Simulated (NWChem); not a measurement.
A series in which one site is exchanged, each optimised at PBE0/def2-SVP with NWChem, gas phase unless a solvent is named. For some, no frequency run checked for a minimum. def2 effective core potentials on Hf; no spin-orbit coupling.

A: CS(C)=O (C₂H₆OS; site = S)
B: [Hf](=[O])([CH3])[CH3] (C2H6HfO; site = Hf)
C: [CH3][Ti]([CH3])=[O] (C₂H₆OTi; site = Ti)

Values for A:

- dipole (D), PBE0/def2-SVP = 3.95
- orbital gap (eV), PBE0/def2-SVP = 7.80
- lowest singlet excitation, PBE/def2-SVPD, TDA (eV) = 5.22

Problem. How do these values change for the other members?

Solution. 
| change from A | B | C |
|---|---|---|
| dipole (D), PBE0/def2-SVP | +1.73 | -0.07 |
| orbital gap (eV), PBE0/def2-SVP | -2.92 | -2.69 |
| lowest singlet excitation, PBE/def2-SVPD, TDA (eV) | -2.05 | -2.51 |
